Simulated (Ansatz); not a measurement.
Compare A (`C=COC=C`) with its isomer B (`CC1(O)C=C1`).

Gas-phase electronic energies from Ansatz, PBE0-D4/def2-TZVP geometries. CBS: MP2 limit from def2 TZ/QZ plus the TZ coupled-cluster correction, frozen cores. Functionals use def2-TZVPP. B3LYP here is the variant with VWN-RPA as its local correlation; programs differ in this. Each species was taken in one conformer, which may not be the lowest.

Question: Which isomer does CCSD(T)/CBS put lower? Give the gap. (Best estimate.)

Answer: Computed: A, by 18.8 kcal/mol.

Question: Give E(B) − E(A) in kcal/mol with MP2/def2-TZVPP, CCSD(T)/def2-SVP, CCSD(T)/def2-TZVPP, B2PLYP, B3LYP-D4, BLYP-D4, HF/def2-TZVPP. (Estimate.)

Answer: The calculation gave: MP2/def2-TZVPP 15.9, CCSD(T)/def2-SVP 19.4, CCSD(T)/def2-TZVPP 20.0, B2PLYP 21.8, B3LYP-D4 23.7, BLYP-D4 25.5, HF/def2-TZVPP 25.1. None reverses the order clearly.

Question: Does the order hold for the free energy at 298.15 K (harmonic terms from PBE0-D4)? (An estimate is asked.)

Answer: Computed: Yes: G(B) − G(A) = +18.6 kcal/mol, for one conformer each.

Largest T1 diagnostic: 0.013.

From r2SCAN to r2SCAN0 (25 % exact exchange), in def2-TZVPP and without D4, E(B) − E(A) moves by −1.8 kcal/mol. In def2-TZVPP, CCSD(T) changes the Hartree–Fock value by −5.1 kcal/mol (the triples alone add +0.1 kcal/mol) and MP2 by −9.2 kcal/mol.
